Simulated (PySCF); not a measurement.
Species: 2-chloro-2-methylbutane, C5H11Cl.
SMILES: `CCC(C)(C)Cl`

A linear-response calculation (PySCF, def2-SVPD basis, gas phase, vertical, core orbitals frozen in the response) gave these numbers; the functional is withheld.

Orbital energies (eV): HOMO-3 -9.59, HOMO-2 -9.54, HOMO-1 -8.28, HOMO -8.25, LUMO 0.44, LUMO+1 0.69, LUMO+2 1.32.

| state | E (eV) | f | main configurations (H = HOMO, L = LUMO) |
| --- | --- | --- | --- |
| S1 | 7.12 | 0.0030 | H→L (59%), H→L+1 (35%) |
| S2 | 7.15 | 0.0024 | H-1→L (60%), H-1→L+1 (34%) |
| S3 | 7.81 | 0.035 | H→L+1 (61%), H→L (36%) |
| S4 | 7.85 | 0.038 | H-1→L+1 (62%), H-1→L (36%) |
| S5 | 8.63 | 0.0013 | H→L+2 (93%) |
| S6 | 8.66 | 0.0054 | H-1→L+2 (92%) |

Triplets (Tamm–Dancoff): T1 6.43 eV, H→L (55%), H→L+1 (40%); T2 6.47 eV, H-1→L (54%), H-1→L+1 (40%); T3 7.70 eV, H→L+1 (50%), H→L (39%); T4 7.74 eV, H-1→L+1 (50%), H-1→L (39%).

Vertical ionisation energy by ΔSCF with the same functional: 10.45 eV. Mean static polarisability: 76.9 au.

Problem. Name the functional.
A. HF
B. wB97X-D
C. PBE0
D. PBE

Solution. C. PBE0 is a global hybrid with 25% exact exchange. In this run −ε(HOMO) = 8.25 eV differs from the ΔSCF value by -2.21 eV, and S1 differs from the orbital gap of 8.69 eV by -1.57 eV. The ratio −ε(HOMO)/IP is 0.79. Small neutral molecules mostly give 0.7 to 0.83 with PBE0, 0.5 to 0.7 with PBE, 0.89 to 0.99 with wB97X-D; with Hartree–Fock the ratio is 1 or more (Koopmans' value less the relaxation energy is the ΔSCF value).

Method: PySCF, TDDFT PBE0/def2-SVPD, vertical, gas phase, core orbitals frozen in the response. The structure is a single PBE0-D3(BJ)/def2-SVP conformer in the gas phase; no vibrational or solvent corrections.

Hardware: an Arm Neoverse V2 with one thread (shared host). Cost: 3.1 min, 0.97 GiB resident at most.

Conformer computed: `[CH3:1][CH2:2][C:3]([CH3:4])([CH3:5])[Cl:6]`: C1–C2–C3–C4 179°.
